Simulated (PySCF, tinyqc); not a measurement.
A ladder of methods, and size consistency: correlation methods against full CI in the sto-3g basis, for CH2, spin multiplicity 1. Computed by the program tinyqc with PySCF. All electrons correlated; +Q is the Davidson correction (1 - c0^2) E_corr. The last columns treat two copies 100 angstrom apart as one system. FCI is the lowest singlet.

Geometry (angstrom):
```
atom,x,y,z
C,0.0000,0.0000,0.0000
H,0.0000,0.9550,0.6800
H,0.0000,-0.9550,0.6800
```

RHF energy of one = -38.365332 hartree

Correlation energies (hartree):
```
method,E_corr of one,share of FCI (%),E_corr of two at 100 angstrom,two minus twice one (mhartree)
MP2,-0.038660,59.0258,-0.077321,0.0000
CISD,-0.062248,95.0383,-0.117736,6.7595
CISD+Q,-0.066188,101.0535,-0.129449,2.9261
CCSD,-0.064953,99.1679,-0.129905,-2.08e-05
CCSD(T),-0.065209,99.5597,-0.130418,-2.10e-05
FCI,-0.065498,100.0000,-,-
```

What does the comparison show, and why?

MP2 recovers 59 %, CISD 95.0 % and CCSD 99.2 % of the FCI value (c0^2 = 0.937 in CISD). MP2 and coupled cluster are size consistent, so their last column vanishes; CISD loses 6.76 mhartree, since a double excitation on each copy is a quadruple of the pair, and the Davidson correction leaves +2.93. The restricted reference is unstable here: a spin-polarised solution lies 0.0285 hartree lower (PySCF), so results built on it describe a poor reference.
